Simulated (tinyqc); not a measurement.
Inside a calculation (part 1 of 2). Method: LCCD on RHF in the sto-6g basis, for H2O, spin multiplicity 1. Computed by tinyqc, a small Python program that keeps every step (integrals from PySCF). Settings: charge = 0, multiplicity = 1, basis = sto-6g, method = RHF, energy threshold = 1e-10, iteration cap = 54, orthogonalisation = canonical, start = atomic densities, DIIS depth = 6, amplitude equations = LCCD, DIIS depth for amplitudes = 0, cap on updates = 68. Command: `OMP_NUM_THREADS=1 python tinyqc.py 28089 28090 out.jsonl` (the two numbers bound the seeds that draw the settings). One thread of a shared host (Intel(R) Xeon(R) Processor @ 2.60GHz), about 0.3 s of CPU time with the checks. The early iterations of the SCF are left out here.

## One-electron integrals

Geometry (angstrom):

| atom | x | y | z |
|---|---|---|---|
| O | 0.000000 | 0.000000 | 0.000000 |
| H | 0.000000 | 0.967000 | 0.644000 |
| H | 0.000000 | -0.967000 | 0.644000 |

Basis sto-6g: exponents (1/bohr^2) and contraction coefficients of normalised primitives:

| element | l (shell) | exponent | coefficient |
|---|---|---|---|
| O | s (1) | 1355.584234 | 0.009164 |
| O | s (1) | 248.544885 | 0.049361 |
| O | s (1) | 69.533902 | 0.168538 |
| O | s (1) | 23.886772 | 0.370563 |
| O | s (1) | 9.275933 | 0.416492 |
| O | s (1) | 3.820341 | 0.130334 |
| O | s (2) | 52.187762 | -0.013253 |
| O | s (2) | 10.329320 | -0.046992 |
| O | s (2) | 3.210345 | -0.033785 |
| O | s (2) | 1.235135 | 0.250242 |
| O | s (2) | 0.536420 | 0.595117 |
| O | s (2) | 0.245881 | 0.240706 |
| O | p (3) | 52.187762 | 0.003760 |
| O | p (3) | 10.329320 | 0.037679 |
| O | p (3) | 3.210345 | 0.173897 |
| O | p (3) | 1.235135 | 0.418036 |
| O | p (3) | 0.536420 | 0.425860 |
| O | p (3) | 0.245881 | 0.101708 |
| H | s (1) | 35.523221 | 0.009164 |
| H | s (1) | 6.513144 | 0.049361 |
| H | s (1) | 1.822143 | 0.168538 |
| H | s (1) | 0.625955 | 0.370563 |
| H | s (1) | 0.243077 | 0.416492 |
| H | s (1) | 0.100112 | 0.130334 |

Overlap, kinetic and nuclear-attraction integrals over the contracted functions; the nuclear repulsion is the sum of Za Zb / Rab.

nuclear repulsion = 7.56118200 hartree

overlap S, lower triangle:
```
           1O 1s     1O 2s    1O 2px     1O 2py    1O 2pz     2H 1s     3H 1s
1O 1s   1.000000
1O 2s   0.231145  1.000000
1O 2px  0.000000  0.000000  1.000000
1O 2py  0.000000  0.000000  0.000000   1.000000
1O 2pz  0.000000  0.000000  0.000000   0.000000  1.000000
2H 1s   0.034593  0.353530  0.000000   0.263396  0.175416  1.000000
3H 1s   0.034593  0.353530  0.000000  -0.263396  0.175416  0.133185  1.000000
```

kinetic energy T (hartree), lower triangle:
```
            1O 1s     1O 2s    1O 2px     1O 2py    1O 2pz      2H 1s     3H 1s
1O 1s   29.327197
1O 2s   -0.896024  0.842618
1O 2px   0.000000  0.000000  2.531309
1O 2py   0.000000  0.000000  0.000000   2.531309
1O 2pz   0.000000  0.000000  0.000000   0.000000  2.531309
2H 1s   -0.006382  0.050441  0.000000   0.126297  0.084111   0.768522
3H 1s   -0.006382  0.050441  0.000000  -0.126297  0.084111  -0.010875  0.768522
```

nuclear attraction V (hartree), lower triangle:
```
             1O 1s      1O 2s     1O 2px     1O 2py     1O 2pz      2H 1s      3H 1s
1O 1s   -62.169261
1O 2s    -6.361842  -9.907885
1O 2px    0.000000   0.000000  -9.855133
1O 2py    0.000000   0.000000   0.000000  -9.963929
1O 2pz   -0.012359  -0.144195   0.000000   0.000000  -9.903387
2H 1s    -1.087103  -2.645578   0.000000  -1.741099  -1.192607  -5.098210
3H 1s    -1.087103  -2.645578   0.000000   1.741099  -1.192607  -0.764786  -5.098210
```

core Hamiltonian H = T + V (hartree), lower triangle:
```
             1O 1s      1O 2s     1O 2px     1O 2py     1O 2pz      2H 1s      3H 1s
1O 1s   -32.842063
1O 2s    -7.257866  -9.065267
1O 2px    0.000000   0.000000  -7.323824
1O 2py    0.000000   0.000000   0.000000  -7.432621
1O 2pz   -0.012359  -0.144195   0.000000   0.000000  -7.372078
2H 1s    -1.093485  -2.595137   0.000000  -1.614802  -1.108496  -4.329688
3H 1s    -1.093485  -2.595137   0.000000   1.614802  -1.108496  -0.775662  -4.329688
```

## Two-electron integrals

Functions are numbered as in S; the eight-fold symmetry (ij|kl) = (ji|kl) = (kl|ij) leaves the list below.

Two-electron integrals (ij|kl) in chemists' order, unique and non-zero (hartree):
```
(11|11) 4.787491    (21|11) 0.675884    (21|21) 0.121505    (22|11) 1.117379
(22|21) 0.249212    (22|22) 0.817383    (31|31) 0.025762    (32|31) 0.039145
(32|32) 0.180664    (33|11) 1.117381    (33|21) 0.249212    (33|22) 0.817382
(33|33) 0.880663    (41|41) 0.025762    (42|41) 0.039145    (42|42) 0.180664
(43|43) 0.047461    (44|11) 1.117381    (44|21) 0.249212    (44|22) 0.817382
(44|33) 0.785741    (44|44) 0.880663    (51|51) 0.025762    (52|51) 0.039145
(52|52) 0.180664    (53|53) 0.047461    (54|54) 0.047461    (55|11) 1.117381
(55|21) 0.249212    (55|22) 0.817382    (55|33) 0.785741    (55|44) 0.785741
(55|55) 0.880663    (61|11) 0.107606    (61|21) 0.018555    (61|22) 0.037268
(61|33) 0.037189    (61|41) 0.000758    (61|42) 0.001487    (61|44) 0.037353
(61|51) 0.000505    (61|52) 0.000990    (61|54) 0.000109    (61|55) 0.037262
(61|61) 0.002888    (62|11) 0.280383    (62|21) 0.063502    (62|22) 0.233005
(62|33) 0.229020    (62|41) 0.004251    (62|42) 0.032327    (62|44) 0.237301
(62|51) 0.002831    (62|52) 0.021529    (62|54) 0.005515    (62|55) 0.232693
(62|61) 0.009766    (62|62) 0.085320    (63|31) 0.006803    (63|32) 0.039118
(63|43) 0.006559    (63|53) 0.004368    (63|63) 0.011575    (64|11) 0.176055
(64|21) 0.040413    (64|22) 0.158081    (64|33) 0.151141    (64|41) 0.009119
(64|42) 0.059425    (64|44) 0.169595    (64|51) 0.001543    (64|52) 0.013524
(64|54) 0.007922    (64|55) 0.153507    (64|61) 0.006476    (64|62) 0.070340
(64|64) 0.068833    (65|11) 0.117249    (65|21) 0.026914    (65|22) 0.105278
(65|33) 0.100656    (65|41) 0.001543    (65|42) 0.013524    (65|44) 0.104210
(65|51) 0.007830    (65|52) 0.048125    (65|54) 0.008926    (65|55) 0.110969
(65|61) 0.004313    (65|62) 0.046845    (65|64) 0.038133    (65|65) 0.036970
(66|11) 0.447863    (66|21) 0.103310    (66|22) 0.435293    (66|33) 0.418763
(66|41) 0.008310    (66|42) 0.088185    (66|44) 0.453115    (66|51) 0.005534
(66|52) 0.058729    (66|54) 0.022877    (66|55) 0.433999    (66|61) 0.016014
(66|62) 0.209525    (66|64) 0.196711    (66|65) 0.131005    (66|66) 0.774999
(71|11) 0.107606    (71|21) 0.018555    (71|22) 0.037268    (71|33) 0.037189
(71|41) -0.000758   (71|42) -0.001487   (71|44) 0.037353    (71|51) 0.000505
(71|52) 0.000990    (71|54) -0.000109   (71|55) 0.037262    (71|61) 0.002840
(71|62) 0.009399    (71|64) 0.005723    (71|65) 0.004156    (71|66) 0.015253
(71|71) 0.002888    (72|11) 0.280383    (72|21) 0.063502    (72|22) 0.233005
(72|33) 0.229020    (72|41) -0.004251   (72|42) -0.032327   (72|44) 0.237301
(72|51) 0.002831    (72|52) 0.021529    (72|54) -0.005515   (72|55) 0.232693
(72|61) 0.009399    (72|62) 0.066027    (72|64) 0.038206    (72|65) 0.035188
(72|66) 0.128421    (72|71) 0.009766    (72|72) 0.085320    (73|31) 0.006803
(73|32) 0.039118    (73|43) -0.006559   (73|53) 0.004368    (73|63) 0.008569
(73|73) 0.011575    (74|11) -0.176055   (74|21) -0.040413   (74|22) -0.158081
(74|33) -0.151141   (74|41) 0.009119    (74|42) 0.059425    (74|44) -0.169595
(74|51) -0.001543   (74|52) -0.013524   (74|54) 0.007922    (74|55) -0.153507
(74|61) -0.005723   (74|62) -0.038206   (74|64) -0.014197   (74|65) -0.019977
(74|66) -0.068932   (74|71) -0.006476   (74|72) -0.070340   (74|74) 0.068833
(75|11) 0.117249    (75|21) 0.026914    (75|22) 0.105278    (75|33) 0.100656
(75|41) -0.001543   (75|42) -0.013524   (75|44) 0.104210    (75|51) 0.007830
(75|52) 0.048125    (75|54) -0.008926   (75|55) 0.110969    (75|61) 0.004156
(75|62) 0.035188    (75|64) 0.019977    (75|65) 0.026992    (75|66) 0.074142
(75|71) 0.004313    (75|72) 0.046845    (75|74) -0.038133   (75|75) 0.036970
(76|11) 0.076867    (76|21) 0.017578    (76|22) 0.069714    (76|33) 0.068236
(76|44) 0.069713    (76|51) 0.001247    (76|52) 0.011196    (76|55) 0.071191
(76|61) 0.002666    (76|62) 0.024887    (76|64) 0.017924    (76|65) 0.015393
(76|66) 0.063053    (76|71) 0.002666    (76|72) 0.024887    (76|74) -0.017924
(76|75) 0.015393    (76|76) 0.009136    (77|11) 0.447863    (77|21) 0.103310
(77|22) 0.435293    (77|33) 0.418763    (77|41) -0.008310   (77|42) -0.088185
(77|44) 0.453115    (77|51) 0.005534    (77|52) 0.058729    (77|54) -0.022877
(77|55) 0.433999    (77|61) 0.015253    (77|62) 0.128421    (77|64) 0.068932
(77|65) 0.074142    (77|66) 0.272410    (77|71) 0.016014    (77|72) 0.209525
(77|74) -0.196711   (77|75) 0.131005    (77|76) 0.063053    (77|77) 0.774999
```

## Orthogonalisation

S = U s U^T; canonical form X = U s^(-1/2), so that X^T S X = 1. Each column of U has its largest component positive (the first on a tie).

eigenvalues of S: 0.473337  0.555003  0.895721  1.000000  1.088631  1.311812  1.675496

X:
```
                1          2          3         4          5          6         7
1O 1s   -0.358103   0.000000   0.724846  0.000000  -0.607204   0.000000  0.200436
1O 2s    1.004951   0.000000  -0.267909  0.000000  -0.281674   0.000000  0.470751
1O 2px   0.000000   0.000000   0.000000  1.000000   0.000000   0.000000  0.000000
1O 2py   0.000000   0.861600   0.000000  0.000000   0.000000   0.669499  0.000000
1O 2pz   0.420657   0.000000   0.664283  0.000000   0.645975   0.000000  0.199548
2H 1s   -0.631483  -0.727818  -0.197447  0.000000   0.163193   0.396280  0.384212
3H 1s   -0.631483   0.727818  -0.197447  0.000000   0.163193  -0.396280  0.384212
```

## Iteration 8 (converged): orbitals

converged F (hartree), lower triangle:
```
             1O 1s      1O 2s     1O 2px     1O 2py     1O 2pz      2H 1s      3H 1s
1O 1s   -20.518516
1O 2s    -4.962906  -2.290541
1O 2px    0.000000   0.000000  -0.387038
1O 2py    0.000000   0.000000   0.000000  -0.211372
1O 2pz   -0.023294  -0.052604   0.000000   0.000000  -0.253359
2H 1s    -0.749683  -0.713138   0.000000  -0.353798  -0.283154  -0.363838
3H 1s    -0.749683  -0.713138   0.000000   0.353798  -0.283154  -0.182257  -0.363838
```

Diagonalise F' = X^T F X, C = X C', fill 5 alpha and 5 beta electrons from the bottom; D = 2 C_occ C_occ^T. Each column has its largest component positive (the first on a tie).

F' = X^T F X (hartree), lower triangle:
```
           1         2          3          4          5          6          7
1  -0.457287
2   0.000000  0.538164
3   2.520252  0.000000  -8.748599
4   0.000000  0.000000   0.000000  -0.387038
5  -2.041017  0.000000   8.644550   0.000000  -9.233011
6   0.000000  0.086009   0.000000   0.000000   0.000000  -0.527237
7   0.697752  0.000000  -4.291018   0.000000   4.571910   0.000000  -3.285247
```

orbital energies (hartree): MO1 -20.521405, MO2 -1.192134, MO3 -0.534135, MO4 -0.414344, MO5 -0.387038, MO6 0.403738, MO7 0.545063

coefficients C:
```
              MO1        MO2        MO3        MO4       MO5        MO6        MO7
1O 1s    0.996906  -0.230332   0.000000   0.078574  0.000000  -0.097273   0.000000
1O 2s    0.013823   0.909195   0.000000  -0.431300  0.000000   0.608113   0.000000
1O 2px   0.000000   0.000000   0.000000   0.000000  1.000000   0.000000   0.000000
1O 2py   0.000000   0.000000   0.598467   0.000000  0.000000   0.000000   0.912370
1O 2pz   0.002009   0.066185   0.000000   0.762554  0.000000   0.699610   0.000000
2H 1s   -0.002529   0.132850   0.453203   0.341179  0.000000  -0.691338  -0.693804
3H 1s   -0.002529   0.132850  -0.453203   0.341179  0.000000  -0.691338   0.693804
```

D after iteration 8, lower triangle:
```
            1O 1s      1O 2s    1O 2px     1O 2py    1O 2pz      2H 1s     3H 1s
1O 1s    2.106097
1O 2s   -0.459052   2.025693
1O 2px   0.000000   0.000000  2.000000
1O 2py   0.000000   0.000000  0.000000   0.716326
1O 2pz   0.093350  -0.537373  0.000000   0.000000  1.171748
2H 1s   -0.012626  -0.052797  0.000000   0.542455  0.537910   0.678904
3H 1s   -0.012626  -0.052797  0.000000  -0.542455  0.537910  -0.142669  0.678904
```

## Convergence

Stop when the energy changes by less than 1e-10 hartree and every element of the error matrix X^T (F D S - S D F) X is below 3e-06.

Course of the cycle:

| iteration | E (hartree) | change | largest element of the error matrix |
|---|---|---|---|
| 1 | -75.77062571 | - | 9.27e-01 |
| 2 | -75.56800011 | 2.03e-01 | 2.90e-01 |
| 3 | -75.62103759 | -5.30e-02 | 4.48e-02 |
| 4 | -75.62239566 | -1.36e-03 | 6.85e-03 |
| 5 | -75.62243362 | -3.80e-05 | 2.48e-04 |
| 6 | -75.62243381 | -1.88e-07 | 1.39e-04 |
| 7 | -75.62243385 | -4.12e-08 | 6.74e-07 |
| 8 | -75.62243385 | -1.51e-12 | 9.57e-10 |

PySCF RHF in the same basis = -75.62243385 hartree

Converged in 8 iterations.

## Integrals over molecular orbitals

(pq|rs) = sum C_ip C_jq C_kr C_ls (ij|kl), one index at a time.

one-electron integrals over orbitals h = C^T H C (hartree), lower triangle:
```
            1          2          3          4          5          6          7
1  -32.829661
2    0.584478  -7.584662
3    0.000000   0.000000  -5.873950
4   -0.189810   0.542821   0.000000  -6.522464
5    0.000000   0.000000   0.000000   0.000000  -7.323824
6    0.251281  -1.169996   0.000000  -1.363797   0.000000  -5.199409
7    0.000000   0.000000  -1.817786   0.000000   0.000000   0.000000  -5.519897
```

Two-electron integrals over orbitals (pq|rs), unique and non-zero (hartree):
```
(11|11) 4.763835    (21|11) -0.444815   (21|21) 0.066899    (22|11) 1.043980
(22|21) -0.017274   (22|22) 0.728050    (31|31) 0.010442    (32|31) 0.016136
(32|32) 0.125314    (33|11) 0.743510    (33|21) -0.004408   (33|22) 0.602026
(33|33) 0.577502    (41|11) 0.154849    (41|21) -0.021932   (41|22) 0.010979
(41|33) 0.004596    (41|41) 0.024274    (42|11) -0.148971   (42|21) 0.007798
(42|22) -0.032877   (42|33) 0.002777    (42|41) 0.019337    (42|42) 0.131008
(43|31) -0.001920   (43|32) 0.030638    (43|43) 0.057500    (44|11) 0.931746
(44|21) -0.010578   (44|22) 0.663721    (44|33) 0.555533    (44|41) -0.008703
(44|42) -0.091965   (44|44) 0.692014    (51|51) 0.026643    (52|51) 0.033478
(52|52) 0.153455    (53|53) 0.025349    (54|51) -0.010741   (54|52) -0.040463
(54|54) 0.045651    (55|11) 1.117103    (55|21) -0.011733   (55|22) 0.760850
(55|33) 0.589389    (55|41) 0.003826    (55|42) -0.078674   (55|44) 0.686269
(55|55) 0.880663    (61|11) -0.196986   (61|21) 0.031157    (61|22) -0.003787
(61|33) 0.000384    (61|41) 0.003398    (61|42) 0.020451    (61|44) -0.014103
(61|55) -0.004892   (61|61) 0.025380    (62|11) 0.261202    (62|21) -0.006899
(62|22) 0.126639    (62|33) 0.059669    (62|41) 0.018286    (62|42) 0.036935
(62|44) 0.062194    (62|55) 0.136420    (62|61) 0.009360    (62|62) 0.091361
(63|31) 0.002102    (63|32) -0.041153   (63|43) -0.043003   (63|63) 0.082598
(64|11) 0.276569    (64|21) -0.003173   (64|22) 0.137707    (64|33) 0.047571
(64|41) 0.001729    (64|42) -0.043954   (64|44) 0.133211    (64|55) 0.155911
(64|61) -0.000805   (64|62) 0.061878    (64|64) 0.101476    (65|51) 0.012567
(65|52) 0.049565    (65|54) 0.007598    (65|65) 0.032504    (66|11) 0.757493
(66|21) -0.007407   (66|22) 0.577123    (66|33) 0.535417    (66|41) 0.016593
(66|42) 0.046316    (66|44) 0.534600    (66|55) 0.563600    (66|61) 0.007935
(66|62) 0.084744    (66|64) 0.051735    (66|66) 0.565621    (71|31) 0.014495
(71|32) 0.021439    (71|43) -0.002745   (71|63) 0.002578    (71|71) 0.020144
(72|31) 0.015087    (72|32) 0.060235    (72|43) -0.025763   (72|63) 0.026636
(72|71) 0.020127    (72|72) 0.071327    (73|11) 0.376037    (73|21) -0.006579
(73|22) 0.177344    (73|33) 0.088342    (73|41) -0.000213   (73|42) -0.071846
(73|44) 0.144334    (73|55) 0.208075    (73|61) -0.004826   (73|62) 0.066897
(73|64) 0.104114    (73|66) 0.043959    (73|73) 0.159973    (74|31) -0.007347
(74|32) -0.067452   (74|43) -0.016598   (74|63) 0.059080    (74|71) -0.010140
(74|72) -0.017712   (74|74) 0.068782    (75|53) 0.024002    (75|75) 0.025794
(76|31) 0.007401    (76|32) 0.084160    (76|43) 0.066739    (76|63) -0.073766
(76|71) 0.009963    (76|72) 0.000377    (76|74) -0.060382   (76|76) 0.116117
(77|11) 0.841313    (77|21) -0.008714   (77|22) 0.608041    (77|33) 0.572537
(77|41) 0.003133    (77|42) -0.021851   (77|44) 0.574763    (77|55) 0.608836
(77|61) -0.003506   (77|62) 0.060412    (77|64) 0.055582    (77|66) 0.540167
(77|73) 0.102844    (77|77) 0.592806
```

## LCCD: starting amplitudes

t_ij^ab = <ij||ab> / (e_i + e_j - e_a - e_b), whose energy is MP2.

Starting amplitudes (spin orbitals 1a, 1b, ...; amplitudes related by a flip of all spins are not repeated; the 24 largest):

| from | to | t |
|---|---|---|
| 3a 3b | 7a 7b | -0.074117 |
| 4a 4b | 6a 6b | -0.062021 |
| 3a 4b | 6b 7a | 0.054876 |
| 3a 3b | 6a 6b | -0.044035 |
| 4a 4b | 7a 7b | -0.035846 |
| 3a 4b | 6a 7b | -0.031139 |
| 2a 2b | 6a 6b | -0.028624 |
| 2a 4b | 6a 6b | -0.025633 |
| 2a 3b | 6a 7b | -0.025008 |
| 3a 4a | 6a 7a | 0.023736 |
| 5a 5b | 6a 6b | -0.020552 |
| 2a 2b | 7a 7b | -0.020529 |
| 2a 3a | 6a 7a | -0.015050 |
| 5a 5b | 7a 7b | -0.013836 |
| 2a 3b | 6b 7a | 0.009957 |
| 2a 4b | 7a 7b | 0.006568 |
| 1a 2b | 7a 7b | -0.000883 |
| 1a 1b | 6a 6b | -0.000606 |
| 1a 1b | 7a 7b | -0.000478 |
| 1a 4b | 7a 7b | 0.000460 |
| 1a 2b | 6a 6b | -0.000416 |
| 1a 3a | 6a 7a | 0.000336 |
| 1a 3b | 6a 7b | 0.000219 |
| 1a 3b | 6b 7a | 0.000117 |

correlation energy = -0.05517987 hartree

## LCCD: amplitude update 1

t_ij^ab D_ij^ab are set to the remaining terms of the spin-orbital equations, evaluated with the old amplitudes; for the doubles these are <ij||ab> + 1/2 <ab||ef> t_ij^ef + 1/2 <mn||ij> t_mn^ab + P(ij)P(ab) <mb||ej> t_im^ae, D the orbital-energy denominators (linear CCD).

Amplitudes after update 1 (spin orbitals 1a, 1b, ...; amplitudes related by a flip of all spins are not repeated; the 24 largest):

| from | to | t |
|---|---|---|
| 3a 3b | 7a 7b | -0.095051 |
| 4a 4b | 6a 6b | -0.081595 |
| 3a 4b | 6b 7a | 0.072519 |
| 3a 3b | 6a 6b | -0.063005 |
| 3a 4b | 6a 7b | -0.049649 |
| 4a 4b | 7a 7b | -0.049558 |
| 2a 4b | 6a 6b | -0.036828 |
| 2a 3b | 6a 7b | -0.031553 |
| 2a 2b | 6a 6b | -0.031250 |
| 5a 5b | 6a 6b | -0.025202 |
| 3a 4a | 6a 7a | 0.022869 |
| 2a 2b | 7a 7b | -0.022389 |
| 2a 3b | 6b 7a | 0.017192 |
| 5a 5b | 7a 7b | -0.015408 |
| 2a 3a | 6a 7a | -0.014362 |
| 2a 4b | 7a 7b | 0.005819 |
| 1a 2b | 7a 7b | -0.000819 |
| 1a 1b | 6a 6b | -0.000501 |
| 1a 4b | 7a 7b | 0.000395 |
| 1a 1b | 7a 7b | -0.000386 |
| 1a 2b | 6a 6b | -0.000353 |
| 1a 3a | 6a 7a | 0.000338 |
| 1a 3b | 6b 7a | 0.000173 |
| 1a 3b | 6a 7b | 0.000165 |

correlation energy = -0.07192681 hartree

## LCCD: amplitude update 2

As before.

Amplitudes after update 2 (spin orbitals 1a, 1b, ...; amplitudes related by a flip of all spins are not repeated; the 24 largest):

| from | to | t |
|---|---|---|
| 3a 3b | 7a 7b | -0.102608 |
| 4a 4b | 6a 6b | -0.090227 |
| 3a 4b | 6b 7a | 0.079199 |
| 3a 3b | 6a 6b | -0.071300 |
| 3a 4b | 6a 7b | -0.059560 |
| 4a 4b | 7a 7b | -0.055224 |
| 2a 4b | 6a 6b | -0.041722 |
| 2a 3b | 6a 7b | -0.033378 |
| 2a 2b | 6a 6b | -0.031024 |
| 5a 5b | 6a 6b | -0.026728 |
| 2a 2b | 7a 7b | -0.022029 |
| 2a 3b | 6b 7a | 0.020803 |
| 3a 4a | 6a 7a | 0.019638 |
| 5a 5b | 7a 7b | -0.015149 |
| 2a 3a | 6a 7a | -0.012575 |
| 2a 4b | 7a 7b | 0.004839 |
| 1a 2b | 7a 7b | -0.000789 |
| 1a 1b | 6a 6b | -0.000493 |
| 1a 1b | 7a 7b | -0.000373 |
| 1a 4b | 7a 7b | 0.000366 |
| 1a 3a | 6a 7a | 0.000336 |
| 1a 2b | 6a 6b | -0.000325 |
| 1a 3b | 6b 7a | 0.000195 |
| 1a 4b | 6a 6b | -0.000146 |

correlation energy = -0.07821470 hartree

## LCCD: amplitude update 3

As before.

Amplitudes after update 3 (spin orbitals 1a, 1b, ...; amplitudes related by a flip of all spins are not repeated; the 24 largest):

| from | to | t |
|---|---|---|
| 3a 3b | 7a 7b | -0.105923 |
| 4a 4b | 6a 6b | -0.094737 |
| 3a 4b | 6b 7a | 0.081987 |
| 3a 3b | 6a 6b | -0.074775 |
| 3a 4b | 6a 7b | -0.064695 |
| 4a 4b | 7a 7b | -0.057509 |
| 2a 4b | 6a 6b | -0.044018 |
| 2a 3b | 6a 7b | -0.033947 |
| 2a 2b | 6a 6b | -0.030705 |
| 5a 5b | 6a 6b | -0.027355 |
| 2a 3b | 6b 7a | 0.022498 |
| 2a 2b | 7a 7b | -0.021646 |
| 3a 4a | 6a 7a | 0.017293 |
| 5a 5b | 7a 7b | -0.014760 |
| 2a 3a | 6a 7a | -0.011448 |
| 2a 4b | 7a 7b | 0.004294 |
| 1a 2b | 7a 7b | -0.000779 |
| 1a 1b | 6a 6b | -0.000490 |
| 1a 1b | 7a 7b | -0.000370 |
| 1a 4b | 7a 7b | 0.000356 |
| 1a 3a | 6a 7a | 0.000337 |
| 1a 2b | 6a 6b | -0.000314 |
| 1a 3b | 6b 7a | 0.000205 |
| 1a 4b | 6a 6b | -0.000165 |

correlation energy = -0.08091647 hartree
